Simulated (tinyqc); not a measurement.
Inside a calculation. Method: RHF in the sto-3g basis, for BH2+, spin multiplicity 1. Computed by tinyqc, a small Python program that keeps every step (integrals from PySCF). Settings: charge = 1, multiplicity = 1, basis = sto-3g, energy threshold = 1e-09, iteration cap = 51, orthogonalisation = symmetric, start = core, DIIS depth = 4, method = RHF. Command: `OMP_NUM_THREADS=1 python tinyqc.py 27717 27718 out.jsonl` (the two numbers bound the seeds that draw the settings). One thread of a shared host (Intel(R) Xeon(R) Processor @ 2.60GHz), about 0.06 s of CPU time with the checks. Later iterations appear only in the table of the cycle.

## One-electron integrals

Geometry (angstrom):
```
atom       x        y       z
B     0.0000   0.0000  0.0000
H     0.0000   0.9450  0.5470
H     0.0000  -0.9450  0.5470
```

Basis sto-3g: exponents (1/bohr^2) and contraction coefficients of normalised primitives:
```
element  l (shell)  exponent  coefficient
B            s (1)   48.7911       0.1543
B            s (1)    8.8874       0.5353
B            s (1)    2.4053       0.4446
B            s (2)    2.2370      -0.1000
B            s (2)    0.5198       0.3995
B            s (2)    0.1691       0.7001
B            p (3)    2.2370       0.1559
B            p (3)    0.5198       0.6077
B            p (3)    0.1691       0.3920
H            s (1)    3.4253       0.1543
H            s (1)    0.6239       0.5353
H            s (1)    0.1689       0.4446
```

Overlap, kinetic and nuclear-attraction integrals over the contracted functions; the nuclear repulsion is the sum of Za Zb / Rab.

nuclear repulsion = 5.126401 hartree

overlap S, lower triangle:
```
         1B 1s   1B 2s  1B 2px   1B 2py  1B 2pz   2H 1s   3H 1s
1B 1s   1.0000
1B 2s   0.2693  1.0000
1B 2px  0.0000  0.0000  1.0000
1B 2py  0.0000  0.0000  0.0000   1.0000
1B 2pz  0.0000  0.0000  0.0000   0.0000  1.0000
2H 1s   0.0832  0.5275  0.0000   0.4493  0.2600  1.0000
3H 1s   0.0832  0.5275  0.0000  -0.4493  0.2600  0.1424  1.0000
```

kinetic energy T (hartree), lower triangle:
```
          1B 1s   1B 2s  1B 2px   1B 2py  1B 2pz    2H 1s   3H 1s
1B 1s   10.8263
1B 2s   -0.0480  0.3592
1B 2px   0.0000  0.0000  1.1239
1B 2py   0.0000  0.0000  0.0000   1.1239
1B 2pz   0.0000  0.0000  0.0000   0.0000  1.1239
2H 1s   -0.0114  0.1149  0.0000   0.2441  0.1413   0.7600
3H 1s   -0.0114  0.1149  0.0000  -0.2441  0.1413  -0.0084  0.7600
```

nuclear attraction V (hartree), lower triangle:
```
           1B 1s    1B 2s   1B 2px   1B 2py   1B 2pz    2H 1s    3H 1s
1B 1s   -24.1167
1B 2s    -3.4004  -4.6911
1B 2px    0.0000   0.0000  -4.5681
1B 2py    0.0000   0.0000   0.0000  -4.7773
1B 2pz   -0.0221  -0.1809   0.0000   0.0000  -4.6382
2H 1s    -1.0662  -2.2662   0.0000  -1.8295  -1.1023  -3.8778
3H 1s    -1.0662  -2.2662   0.0000   1.8295  -1.1023  -0.6024  -3.8778
```

core Hamiltonian H = T + V (hartree), lower triangle:
```
           1B 1s    1B 2s   1B 2px   1B 2py   1B 2pz    2H 1s    3H 1s
1B 1s   -13.2904
1B 2s    -3.4484  -4.3320
1B 2px    0.0000   0.0000  -3.4443
1B 2py    0.0000   0.0000   0.0000  -3.6534
1B 2pz   -0.0221  -0.1809   0.0000   0.0000  -3.5143
2H 1s    -1.0776  -2.1513   0.0000  -1.5855  -0.9610  -3.1177
3H 1s    -1.0776  -2.1513   0.0000   1.5855  -0.9610  -0.6108  -3.1177
```

## Two-electron integrals

Functions are numbered as in S; the eight-fold symmetry (ij|kl) = (ji|kl) = (kl|ij) leaves the list below.

Two-electron integrals (ij|kl) in chemists' order, unique and non-zero (hartree):
```
(11|11) 2.9235      (21|11) 0.5184      (21|21) 0.1093      (22|11) 0.7442
(22|21) 0.1932      (22|22) 0.5448      (31|31) 0.0203      (32|31) 0.0300
(32|32) 0.1203      (33|11) 0.7425      (33|21) 0.1932      (33|22) 0.5447
(33|33) 0.5868      (41|41) 0.0203      (42|41) 0.0300      (42|42) 0.1203
(43|43) 0.0316      (44|11) 0.7425      (44|21) 0.1932      (44|22) 0.5447
(44|33) 0.5235      (44|44) 0.5868      (51|51) 0.0203      (52|51) 0.0300
(52|52) 0.1203      (53|53) 0.0316      (54|54) 0.0316      (55|11) 0.7425
(55|21) 0.1932      (55|22) 0.5447      (55|33) 0.5235      (55|44) 0.5235
(55|55) 0.5868      (61|11) 0.1607      (61|21) 0.0337      (61|22) 0.0596
(61|33) 0.0593      (61|41) 0.0022      (61|42) 0.0039      (61|44) 0.0599
(61|51) 0.0013      (61|52) 0.0023      (61|54) 3.96e-04    (61|55) 0.0595
(61|61) 0.0107      (62|11) 0.3294      (62|21) 0.0865      (62|22) 0.2618
(62|33) 0.2550      (62|41) 0.0082      (62|42) 0.0466      (62|44) 0.2702
(62|51) 0.0048      (62|52) 0.0270      (62|54) 0.0088      (62|55) 0.2601
(62|61) 0.0283      (62|62) 0.1627      (63|31) 0.0094      (63|32) 0.0419
(63|43) 0.0091      (63|53) 0.0053      (63|63) 0.0199      (64|11) 0.2490
(64|21) 0.0663      (64|22) 0.2119      (64|33) 0.2006      (64|41) 0.0150
(64|42) 0.0769      (64|44) 0.2305      (64|51) 0.0032      (64|52) 0.0203
(64|54) 0.0120      (64|55) 0.2045      (64|61) 0.0230      (64|62) 0.1549
(64|64) 0.1644      (65|11) 0.1441      (65|21) 0.0384      (65|22) 0.1227
(65|33) 0.1161      (65|41) 0.0032      (65|42) 0.0203      (65|44) 0.1228
(65|51) 0.0113      (65|52) 0.0536      (65|54) 0.0130      (65|55) 0.1290
(65|61) 0.0133      (65|62) 0.0897      (65|64) 0.0837      (65|65) 0.0683
(66|11) 0.4732      (66|21) 0.1266      (66|22) 0.4281      (66|33) 0.4025
(66|41) 0.0162      (66|42) 0.1161      (66|44) 0.4597      (66|51) 0.0094
(66|52) 0.0672      (66|54) 0.0331      (66|55) 0.4217      (66|61) 0.0426
(66|62) 0.3240      (66|64) 0.3380      (66|65) 0.1956      (66|66) 0.7746
(71|11) 0.1607      (71|21) 0.0337      (71|22) 0.0596      (71|33) 0.0593
(71|41) -0.0022     (71|42) -0.0039     (71|44) 0.0599      (71|51) 0.0013
(71|52) 0.0023      (71|54) -3.96e-04   (71|55) 0.0595      (71|61) 0.0102
(71|62) 0.0259      (71|64) 0.0187      (71|65) 0.0122      (71|66) 0.0376
(71|71) 0.0107      (72|11) 0.3294      (72|21) 0.0865      (72|22) 0.2618
(72|33) 0.2550      (72|41) -0.0082     (72|42) -0.0466     (72|44) 0.2702
(72|51) 0.0048      (72|52) 0.0270      (72|54) -0.0088     (72|55) 0.2601
(72|61) 0.0259      (72|62) 0.1145      (72|64) 0.0788      (72|65) 0.0616
(72|66) 0.1793      (72|71) 0.0283      (72|72) 0.1627      (73|31) 0.0094
(73|32) 0.0419      (73|43) -0.0091     (73|53) 0.0053      (73|63) 0.0130
(73|73) 0.0199      (74|11) -0.2490     (74|21) -0.0663     (74|22) -0.2119
(74|33) -0.2006     (74|41) 0.0150      (74|42) 0.0769      (74|44) -0.2305
(74|51) -0.0032     (74|52) -0.0203     (74|54) 0.0120      (74|55) -0.2045
(74|61) -0.0187     (74|62) -0.0788     (74|64) -0.0428     (74|65) -0.0415
(74|66) -0.1133     (74|71) -0.0230     (74|72) -0.1549     (74|74) 0.1644
(75|11) 0.1441      (75|21) 0.0384      (75|22) 0.1227      (75|33) 0.1161
(75|41) -0.0032     (75|42) -0.0203     (75|44) 0.1228      (75|51) 0.0113
(75|52) 0.0536      (75|54) -0.0130     (75|55) 0.1290      (75|61) 0.0122
(75|62) 0.0616      (75|64) 0.0415      (75|65) 0.0453      (75|66) 0.1017
(75|71) 0.0133      (75|72) 0.0897      (75|74) -0.0837     (75|75) 0.0683
(76|11) 0.0871      (76|21) 0.0228      (76|22) 0.0696      (76|33) 0.0676
(76|44) 0.0700      (76|51) 0.0021      (76|52) 0.0121      (76|55) 0.0710
(76|61) 0.0072      (76|62) 0.0377      (76|64) 0.0311      (76|65) 0.0227
(76|66) 0.0687      (76|71) 0.0072      (76|72) 0.0377      (76|74) -0.0311
(76|75) 0.0227      (76|76) 0.0107      (77|11) 0.4732      (77|21) 0.1266
(77|22) 0.4281      (77|33) 0.4025      (77|41) -0.0162     (77|42) -0.1161
(77|44) 0.4597      (77|51) 0.0094      (77|52) 0.0672      (77|54) -0.0331
(77|55) 0.4217      (77|61) 0.0376      (77|62) 0.1793      (77|64) 0.1133
(77|65) 0.1017      (77|66) 0.2786      (77|71) 0.0426      (77|72) 0.3240
(77|74) -0.3380     (77|75) 0.1956      (77|76) 0.0687      (77|77) 0.7746
```

## Orthogonalisation

S = U s U^T; symmetric (Loewdin) form X = U s^(-1/2) U^T, so that X^T S X = 1.

eigenvalues of S: 0.2230  0.2895  0.8569  1.0000  1.0908  1.5681  1.9717

X, lower triangle:
```
          1B 1s    1B 2s  1B 2px   1B 2py   1B 2pz    2H 1s   3H 1s
1B 1s    1.0320
1B 2s   -0.1720   1.4075
1B 2px   0.0000   0.0000  1.0000
1B 2py   0.0000   0.0000  0.0000   1.2696
1B 2pz  -0.0148   0.1828  0.0000   0.0000   1.0882
2H 1s    0.0278  -0.4317  0.0000  -0.3725  -0.2090   1.3637
3H 1s    0.0278  -0.4317  0.0000   0.3725  -0.2090  -0.0239  1.3637
```

## Starting guess

The start is the orbitals of the core Hamiltonian; D = 2 C_occ C_occ^T.

D at the start, lower triangle:
```
          1B 1s    1B 2s  1B 2px   1B 2py   1B 2pz   2H 1s   3H 1s
1B 1s    2.1335
1B 2s   -0.5237   1.9941
1B 2px   0.0000   0.0000  0.0000
1B 2py   0.0000   0.0000  0.0000   2.3722
1B 2pz  -0.2811   1.1568  0.0000   0.0000   0.6714
2H 1s    0.0682  -0.2192  0.0000  -0.2280  -0.1271  0.0461
3H 1s    0.0682  -0.2192  0.0000   0.2280  -0.1271  0.0022  0.0461
```

## Iteration 1: building the Fock matrix

J_ij = sum D_kl (ij|kl), K_ij = sum D_kl (ik|jl); F = H + J - 0.5 K; E = tr D H + tr D J / 2 - 0.25 tr D K + E_nn.

Coulomb J (hartree), lower triangle:
```
         1B 1s   1B 2s  1B 2px   1B 2py  1B 2pz   2H 1s   3H 1s
1B 1s   8.9368
1B 2s   1.8299  3.7004
1B 2px  0.0000  0.0000  3.6492
1B 2py  0.0000  0.0000  0.0000   3.7607
1B 2pz  0.0464  0.1990  0.0000   0.0000  3.6789
2H 1s   0.5702  1.7740  0.0000   1.4113  0.8726  2.8121
3H 1s   0.5702  1.7740  0.0000  -1.4113  0.8726  0.4766  2.8121
```

exchange K (hartree), lower triangle:
```
         1B 1s   1B 2s  1B 2px   1B 2py  1B 2pz   2H 1s   3H 1s
1B 1s   5.9866
1B 2s   1.1164  1.2367
1B 2px  0.0000  0.0000  0.3048
1B 2py  0.0000  0.0000  0.0000   1.4002
1B 2pz  0.0275  0.5624  0.0000   0.0000  0.6059
2H 1s   0.3653  0.6858  0.0000   0.5070  0.3790  0.6428
3H 1s   0.3653  0.6858  0.0000  -0.5070  0.3790  0.2112  0.6428
```

Fock matrix F (hartree), lower triangle:
```
          1B 1s    1B 2s  1B 2px   1B 2py   1B 2pz    2H 1s    3H 1s
1B 1s   -7.3469
1B 2s   -2.1766  -1.2499
1B 2px   0.0000   0.0000  0.0525
1B 2py   0.0000   0.0000  0.0000  -0.5929
1B 2pz   0.0105  -0.2630  0.0000   0.0000  -0.1383
2H 1s   -0.6901  -0.7202  0.0000  -0.4277  -0.2779  -0.6270
3H 1s   -0.6901  -0.7202  0.0000   0.4277  -0.2779  -0.2398  -0.6270
```

total energy of this density = -24.204365 hartree

## Iteration 1: diagonalisation and new density

Diagonalise F' = X^T F X, C = X C', fill 3 alpha and 3 beta electrons from the bottom; D = 2 C_occ C_occ^T. Each column has its largest component positive (the first on a tie).

F' = X^T F X (hartree), lower triangle:
```
         1        2       3        4        5        6        7
1  -7.1566
2  -1.1303  -0.4701
3   0.0000   0.0000  0.0525
4   0.0000   0.0000  0.0000  -0.2541
5   0.0303  -0.0628  0.0000   0.0000  -0.0218
6  -0.1324  -0.4161  0.0000  -0.3916  -0.2292  -0.0935
7  -0.1324  -0.4161  0.0000   0.3916  -0.2292  -0.0677  -0.0935
```

orbital energies (hartree): MO1 -7.3535, MO2 -0.8587, MO3 -0.7054, MO4 -0.0332, MO5 0.0525, MO6 0.4255, MO7 0.4355

coefficients C:
```
            MO1      MO2      MO3      MO4     MO5      MO6      MO7
1B 1s    0.9902  -0.2339   0.0000   0.1671  0.0000   0.0000  -0.1826
1B 2s    0.0389   0.6052   0.0000  -0.6748  0.0000   0.0000   1.2624
1B 2px   0.0000   0.0000   0.0000   0.0000  1.0000   0.0000   0.0000
1B 2py   0.0000   0.0000   0.6514   0.0000  0.0000   1.2104   0.0000
1B 2pz   0.0030   0.2664   0.0000   0.7771  0.0000   0.0000   0.7939
2H 1s   -0.0067   0.2770   0.3311   0.1811  0.0000  -0.9959  -1.0094
3H 1s   -0.0067   0.2770  -0.3311   0.1811  0.0000   0.9959  -1.0094
```

D after iteration 1, lower triangle:
```
          1B 1s   1B 2s  1B 2px   1B 2py  1B 2pz    2H 1s   3H 1s
1B 1s    2.0702
1B 2s   -0.2061  0.7356
1B 2px   0.0000  0.0000  0.0000
1B 2py   0.0000  0.0000  0.0000   0.8487
1B 2pz  -0.1187  0.3227  0.0000   0.0000  0.1420
2H 1s   -0.1428  0.3348  0.0000   0.4314  0.1476   0.3728
3H 1s   -0.1428  0.3348  0.0000  -0.4314  0.1476  -0.0657  0.3728
```

## Iteration 2: building the Fock matrix

As before.

Coulomb J (hartree), lower triangle:
```
         1B 1s   1B 2s  1B 2px   1B 2py  1B 2pz   2H 1s   3H 1s
1B 1s   8.3271
1B 2s   1.6868  3.4663
1B 2px  0.0000  0.0000  3.3903
1B 2py  0.0000  0.0000  0.0000   3.5619
1B 2pz  0.0392  0.2206  0.0000   0.0000  3.4341
2H 1s   0.5258  1.7206  0.0000   1.4055  0.8706  2.9083
3H 1s   0.5258  1.7206  0.0000  -1.4055  0.8706  0.4622  2.9083
```

exchange K (hartree), lower triangle:
```
          1B 1s   1B 2s  1B 2px   1B 2py  1B 2pz   2H 1s   3H 1s
1B 1s    5.9035
1B 2s    1.0935  1.1705
1B 2px   0.0000  0.0000  0.2322
1B 2py   0.0000  0.0000  0.0000   1.2481
1B 2pz  -0.0004  0.4525  0.0000   0.0000  0.4372
2H 1s    0.3475  0.8165  0.0000   0.6926  0.4094  1.1751
3H 1s    0.3475  0.8165  0.0000  -0.6926  0.4094  0.2321  1.1751
```

Fock matrix F (hartree), lower triangle:
```
          1B 1s    1B 2s   1B 2px   1B 2py   1B 2pz    2H 1s    3H 1s
1B 1s   -7.9151
1B 2s   -2.3083  -1.4510
1B 2px   0.0000   0.0000  -0.1700
1B 2py   0.0000   0.0000   0.0000  -0.7156
1B 2pz   0.0173  -0.1865   0.0000   0.0000  -0.2988
2H 1s   -0.7255  -0.8389   0.0000  -0.5263  -0.2950  -0.7970
3H 1s   -0.7255  -0.8389   0.0000   0.5263  -0.2950  -0.2647  -0.7970
```

total energy of this density = -25.088364 hartree

## Iteration 2: DIIS over 2 matrices

error matrix X^T (FDS - SDF) X:
```
         1        2       3        4        5       6        7
1   0.0000  -0.0246  0.0000   0.0000   0.0198  0.0115   0.0115
2   0.0246   0.0000  0.0000   0.0000  -0.0849  0.0469   0.0469
3   0.0000   0.0000  0.0000   0.0000   0.0000  0.0000   0.0000
4   0.0000   0.0000  0.0000   0.0000   0.0000  0.0677  -0.0677
5  -0.0198   0.0849  0.0000   0.0000   0.0000  0.0809   0.0809
6  -0.0115  -0.0469  0.0000  -0.0677  -0.0809  0.0000   0.0000
7  -0.0115  -0.0469  0.0000   0.0677  -0.0809  0.0000   0.0000
```

B (overlaps of the stored error matrices):
```
               1              2
1  3.3470275e+00  3.7652131e-01
2  3.7652131e-01  7.0293266e-02
```

Minimise |sum c_i e_i|^2 with sum c_i = 1: solve [B -1; -1 0][c; lambda] = [0; -1] with B_ij = tr e_i^T e_j, and take F = sum c_i F_i.

DIIS coefficients: -0.1149  1.1149

extrapolated F (hartree), lower triangle:
```
          1B 1s    1B 2s   1B 2px   1B 2py   1B 2pz    2H 1s    3H 1s
1B 1s   -7.9804
1B 2s   -2.3234  -1.4741
1B 2px   0.0000   0.0000  -0.1956
1B 2py   0.0000   0.0000   0.0000  -0.7297
1B 2pz   0.0180  -0.1777   0.0000   0.0000  -0.3173
2H 1s   -0.7296  -0.8525   0.0000  -0.5376  -0.2970  -0.8165
3H 1s   -0.7296  -0.8525   0.0000   0.5376  -0.2970  -0.2675  -0.8165
```

## Iteration 2: diagonalisation and new density

As before.

F' = X^T F X (hartree), lower triangle:
```
         1        2        3        4        5        6        7
1  -7.7879
2  -1.1733  -0.5894
3   0.0000   0.0000  -0.1956
4   0.0000   0.0000   0.0000  -0.3116
5   0.0216   0.0578   0.0000   0.0000  -0.1886
6  -0.1282  -0.4895   0.0000  -0.4675  -0.2391  -0.2200
7  -0.1282  -0.4895   0.0000   0.4675  -0.2391  -0.0719  -0.2200
```

orbital energies (hartree): MO1 -7.9852, MO2 -1.0444, MO3 -0.8960, MO4 -0.2777, MO5 -0.1956, MO6 0.4363, MO7 0.4495

coefficients C:
```
            MO1      MO2      MO3      MO4     MO5      MO6      MO7
1B 1s    0.9919  -0.2312   0.0000   0.1416  0.0000   0.0000  -0.1972
1B 2s    0.0322   0.5910   0.0000  -0.5810  0.0000   0.0000   1.3150
1B 2px   0.0000   0.0000   0.0000   0.0000  1.0000   0.0000   0.0000
1B 2py   0.0000   0.0000   0.6023   0.0000  0.0000   1.2355   0.0000
1B 2pz   0.0010   0.1719   0.0000   0.8237  0.0000   0.0000   0.7728
2H 1s   -0.0057   0.3113   0.3708   0.1630  0.0000  -0.9819  -1.0024
3H 1s   -0.0057   0.3113  -0.3708   0.1630  0.0000   0.9819  -1.0024
```

D after iteration 2, lower triangle:
```
          1B 1s   1B 2s  1B 2px   1B 2py  1B 2pz    2H 1s   3H 1s
1B 1s    2.0748
1B 2s   -0.2095  0.7006
1B 2px   0.0000  0.0000  0.0000
1B 2py   0.0000  0.0000  0.0000   0.7256
1B 2pz  -0.0775  0.2033  0.0000   0.0000  0.0591
2H 1s   -0.1552  0.3676  0.0000   0.4467  0.1070   0.4689
3H 1s   -0.1552  0.3676  0.0000  -0.4467  0.1070  -0.0811  0.4689
```

## Iteration 8 (converged): orbitals

converged F (hartree), lower triangle:
```
          1B 1s    1B 2s   1B 2px   1B 2py   1B 2pz    2H 1s    3H 1s
1B 1s   -7.9701
1B 2s   -2.3170  -1.4909
1B 2px   0.0000   0.0000  -0.1961
1B 2py   0.0000   0.0000   0.0000  -0.7219
1B 2pz   0.0091  -0.1635   0.0000   0.0000  -0.2903
2H 1s   -0.7284  -0.8568   0.0000  -0.5359  -0.2754  -0.8191
3H 1s   -0.7284  -0.8568   0.0000   0.5359  -0.2754  -0.2629  -0.8191
```

As before.

F' = X^T F X (hartree), lower triangle:
```
         1        2        3        4        5        6        7
1  -7.7792
2  -1.1656  -0.6122
3   0.0000   0.0000  -0.1961
4   0.0000   0.0000   0.0000  -0.3042
5   0.0105   0.0641   0.0000   0.0000  -0.1702
6  -0.1273  -0.4872   0.0000  -0.4640  -0.2204  -0.2323
7  -0.1273  -0.4872   0.0000   0.4640  -0.2204  -0.0690  -0.2323
```

orbital energies (hartree): MO1 -7.9748, MO2 -1.0468, MO3 -0.8938, MO4 -0.2671, MO5 -0.1961, MO6 0.4257, MO7 0.4262

coefficients C:
```
            MO1      MO2      MO3      MO4     MO5      MO6      MO7
1B 1s    0.9920  -0.2361   0.0000   0.1322  0.0000  -0.1975   0.0000
1B 2s    0.0320   0.6105   0.0000  -0.5633  0.0000   1.3137   0.0000
1B 2px   0.0000   0.0000   0.0000   0.0000  1.0000   0.0000   0.0000
1B 2py   0.0000   0.0000   0.5924   0.0000  0.0000   0.0000   1.2403
1B 2pz   0.0023   0.1374   0.0000   0.8262  0.0000   0.7770   0.0000
2H 1s   -0.0059   0.3069   0.3787   0.1799  0.0000  -1.0009  -0.9788
3H 1s   -0.0059   0.3069  -0.3787   0.1799  0.0000  -1.0009   0.9788
```

D after iteration 8, lower triangle:
```
          1B 1s   1B 2s  1B 2px   1B 2py  1B 2pz    2H 1s   3H 1s
1B 1s    2.0798
1B 2s   -0.2249  0.7476
1B 2px   0.0000  0.0000  0.0000
1B 2py   0.0000  0.0000  0.0000   0.7018
1B 2pz  -0.0604  0.1679  0.0000   0.0000  0.0378
2H 1s   -0.1565  0.3743  0.0000   0.4487  0.0843   0.4752
3H 1s   -0.1565  0.3743  0.0000  -0.4487  0.0843  -0.0984  0.4752
```

## Convergence

Stop when the energy changes by less than 1e-09 hartree and every element of the error matrix X^T (F D S - S D F) X is below 9e-06.

Course of the cycle:
```
iteration  E (hartree)     change  largest element of the error matrix
1           -24.204365          -                             5.96e-01
2           -25.088364  -8.84e-01                             8.49e-02
3           -25.108605  -2.02e-02                             2.57e-02
4           -25.110195  -1.59e-03                             4.11e-03
5           -25.110252  -5.71e-05                             3.31e-04
6           -25.110253  -1.91e-07                             3.43e-05
7           -25.110253  -1.96e-09                             1.21e-06
8           -25.110253  -1.78e-12                             1.10e-07
```

PySCF RHF in the same basis = -25.110253 hartree

Converged in 8 iterations.

## Populations, bond orders and dipole

Mulliken: Z minus the diagonal of D S on the atom; Loewdin: the same with S^(1/2) D S^(1/2); Mayer order: 2 sum_s sum (D(s) S)_ij (D(s) S)_ji over the two atoms.

Charges (e):
```
atom  Mulliken  Loewdin
1B      0.7383   0.8339
2H      0.1308   0.0830
3H      0.1308   0.0830
```

Mayer bond orders:
```
pair   order
2-1   0.9822
3-1   0.9822
3-2   0.0007
```

dipole moment about the origin, x y z (debye): 0.0000  0.0000  -0.7801
